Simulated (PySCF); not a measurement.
Molecule: SMILES C[C@H]([S-])C(N)=O, [C3H6NOS]-.

Molfile (atoms numbered from 1):
```
C3H6NOS
     RDKit          3D

 12 11  0  0  0  0  0  0  0  0999 V2000
   -1.5774   -0.1736   -0.3818 C   0  0  0  0  0  0  0  0  0  0  0  0
   -0.3891   -0.2357    0.5794 C   0  0  2  0  0  0  0  0  0  0  0  0
   -0.5552    0.9351    1.9668 S   0  0  0  0  0  0  0  0  0  0  0  0
    0.8962   -0.0908   -0.2561 C   0  0  0  0  0  0  0  0  0  0  0  0
    1.6205    0.9893    0.0775 N   0  0  0  0  0  0  0  0  0  0  0  0
    1.1967   -0.8835   -1.1461 O   0  0  0  0  0  0  0  0  0  0  0  0
   -1.6662    0.8509   -0.7793 H   0  0  0  0  0  0  0  0  0  0  0  0
   -2.5068   -0.3929    0.1651 H   0  0  0  0  0  0  0  0  0  0  0  0
   -1.4602   -0.8829   -1.2209 H   0  0  0  0  0  0  0  0  0  0  0  0
   -0.3292   -1.2769    0.9538 H   0  0  0  0  0  0  0  0  0  0  0  0
    1.2259    1.4884    0.9043 H   0  0  0  0  0  0  0  0  0  0  0  0
    2.5095    1.1579   -0.3701 H   0  0  0  0  0  0  0  0  0  0  0  0
  1  2  1  0
  2  3  1  0
  2  4  1  0
  4  5  1  0
  4  6  2  0
  1  7  1  0
  1  8  1  0
  1  9  1  0
  2 10  1  1
  5 11  1  0
  5 12  1  0
M  CHG  1   3  -1
M  END
```

Geometry PBE0-D3(BJ)/def2-SVP throughout; GIAO in PySCF, gas phase, one conformer, non-relativistic; equivalent atoms averaged; functional PBE0.

Q: How do the shifts δ (against TMS, CS2, NH3, H2O at the same level) depend on the basis set? (a selection of nuclei; ppm; last column core-seconds on shared hosts with different chips, so compare them loosely)

A: 
```tsv
basis set	functions	C2	C1	S3	N5	O6	H11	H12	H7/H8/H9	H10	core-s
STO-3G	40	45.0	25.6	-54.1	65.6	361.1	7.83	2.71	0.12	0.07	3.8
6-31G	70	47.3	30.9	-109.4	109.4	330.2	9.74	3.00	1.29	2.87	7.6
6-31G*	100	45.2	30.1	-100.4	107.3	304.9	9.65	2.87	1.12	2.91	12
def2-SVP	118	47.0	30.5	-101.9	118.9	327.0	11.40	3.06	0.98	2.69	12
pcSseg-1	139	48.8	31.7	-101.7	131.8	355.6	11.70	3.49	1.13	2.93	11
6-311+G(2d,p)	206	50.7	30.6	-60.6	128.6	331.9	12.22	3.77	1.29	3.43	29
def2-TZVP	228	50.8	30.9	-84.5	128.8	339.8	12.23	3.65	1.24	3.26	39
```

Q: Which nucleus among those listed moves most, in ppm?

A: N5 (amide-type nitrogen): from 65.6 ppm with STO-3G to 131.8 ppm with pcSseg-1. The smallest spread is 1.06 ppm, at H12. Proton shifts span only some 12 ppm, so a few tenths of a ppm matter as much there as several ppm in carbon.

Q: Taking the largest basis, def2-TZVP (228 functions), as the yardstick, rank the others by their worst heavy-atom deviation.

A: pcSseg-1 17.2 ppm (139 functions), def2-SVP 17.4 ppm (118 functions), 6-311+G(2d,p) 23.9 ppm (206 functions), 6-31G 24.9 ppm (70 functions), 6-31G* 35.0 ppm (100 functions), STO-3G 63.2 ppm (40 functions).

A small basis that lands close on one nucleus may do so by chance; judge by the trend and by all nuclei.
